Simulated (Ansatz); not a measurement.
# HCl, singlet: the ladder up to full CI

Geometry: a point of a stretch scan, not a stationary point.

```xyz
2

Cl    0.0000    0.0000    0.0000
H     0.0000    0.0000    1.1610
```

Basis cc-pVDZ; Ansatz 0.2.0. Only valence electrons are correlated (noble-gas cores frozen), which leaves 8 electrons in 18 orbitals. Prefix R: restricted or restricted open-shell reference. Active spaces: pair = (2e, 2o) about the gap; valence = (8e, 5o) chosen from the atoms' valence shells.

Full CI is exact within this basis and frozen core; it isn't the basis-set limit.

```
UHF ⟨S²⟩                          : 0.000
T1 diagnostic (RCCSD)             : 0.0043
largest doubles amplitude (RCCSD) : 0.046
```

```json
{"level": "RHF", "E − E(full CI) (mEh)": "163.83", "share of correlation (%)": "0.00", "wall time": "–"}
{"level": "RMP2", "E − E(full CI) (mEh)": "18.66", "share of correlation (%)": "88.61", "wall time": "–"}
{"level": "CISD", "E − E(full CI) (mEh)": "8.65", "share of correlation (%)": "94.72", "wall time": "0.33 s"}
{"level": "RCCSD", "E − E(full CI) (mEh)": "2.68", "share of correlation (%)": "98.37", "wall time": "–"}
{"level": "RCCSD(T)", "E − E(full CI) (mEh)": "0.46", "share of correlation (%)": "99.72", "wall time": "0.18 s"}
{"level": "BCCD(T)", "E − E(full CI) (mEh)": "0.46", "share of correlation (%)": "99.72", "wall time": "0.24 s"}
{"level": "RCCSDT", "E − E(full CI) (mEh)": "0.26", "share of correlation (%)": "99.84", "wall time": "–"}
{"level": "CISDTQ", "E − E(full CI) (mEh)": "0.19", "share of correlation (%)": "99.88", "wall time": "1.1 s"}
{"level": "RCCSDT(Q)", "E − E(full CI) (mEh)": "0.02", "share of correlation (%)": "99.99", "wall time": "0.54 s"}
{"level": "RCCSDTQ", "E − E(full CI) (mEh)": "0.01", "share of correlation (%)": "99.99", "wall time": "2.9 s"}
{"level": "CASSCF (pair space)", "E − E(full CI) (mEh)": "150.61", "share of correlation (%)": "8.07", "wall time": "–"}
{"level": "NEVPT2 (pair space)", "E − E(full CI) (mEh)": "19.56", "share of correlation (%)": "88.06", "wall time": "0.36 s"}
{"level": "MRCISD (pair space)", "E − E(full CI) (mEh)": "7.18", "share of correlation (%)": "95.62", "wall time": "–"}
{"level": "MRCISD+Q (pair space)", "E − E(full CI) (mEh)": "-0.55", "share of correlation (%)": "100.34", "wall time": "0.6 s"}
{"level": "CASSCF (valence space)", "E − E(full CI) (mEh)": "149.01", "share of correlation (%)": "9.05", "wall time": "–"}
{"level": "NEVPT2 (valence space)", "E − E(full CI) (mEh)": "30.84", "share of correlation (%)": "81.18", "wall time": "0.24 s"}
{"level": "MRCISD (valence space)", "E − E(full CI) (mEh)": "7.10", "share of correlation (%)": "95.67", "wall time": "–"}
{"level": "MRCISD+Q (valence space)", "E − E(full CI) (mEh)": "-0.37", "share of correlation (%)": "100.23", "wall time": "0.48 s"}
```

The correlation energy at full CI, counted from RHF, is -4.458 eV. That run took 8 s on 1 thread of Arm Neoverse V1, shared host over 2,342,800 determinants.

Times hold each run's SCF and search for its determinant on a shared host, so for small cases they say little of a method's own cost; they ran on 1 thread of Arm Neoverse V1.

More than 5 meV below full CI, which no variational method can be: MRCISD+Q (pair space), MRCISD+Q (valence space).

The full-CI state has the irrep A1 of C2v, in the program's axes (one component, if the state is degenerate).

Natural occupations of full CI about the gap: 1.983 1.963 1.963 1.960 0.030 0.015 0.015 0.015 0.015 0.010; effectively unpaired electrons, Σ n²(2−n)², 0.03.
